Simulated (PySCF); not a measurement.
Geometry:
| atom | x (Å) | y (Å) | z (Å) |
| --- | --- | --- | --- |
| B1 | -0.332 | 0.029 | 0.020 |
| O2 | 0.908 | -0.452 | -0.197 |
| H3 | -1.246 | -0.658 | -0.331 |
| H4 | -0.490 | 1.099 | 0.545 |
| H5 | 1.604 | 0.138 | 0.103 |

- shielding tensors at B97-2/pcSseg-2 (GIAO)
- geometry from PBE0-D3(BJ)/def2-TZVP
- run in PySCF
- one conformer, in vacuum, one averaged value for each set of equivalent atoms, non-relativistic Hamiltonian

Referencing at the same level of theory: 1H (σref 31.64) against TMS; 11B (σref 99.77) vs BF3·OEt2; H2O for 17O (σref 327.66).

```
atoms  nucleus  count  δ (ppm)
   O2      17O      1        ?
   B1      11B      1     47.4
   H5       1H      1     6.18
H3/H4       1H      2        ?
```

Fill in the missing shifts.

## Answers


- H3/H4: 5.34 ppm, hydrogen on a boron bonded to O
- O2: 198.1 ppm, oxygen bonded to B, H

The OH or NH signal is concentration- and solvent-dependent in practice; the value given is the gas-phase one. Hydrogens on boron are broadened and split by 11B (spin 3/2, 80 %) and 10B (spin 3). Experimental scales use liquid or dissolved standards, which lie at an offset from isolated H2O (liquid H2O: subtract about 36 ppm).
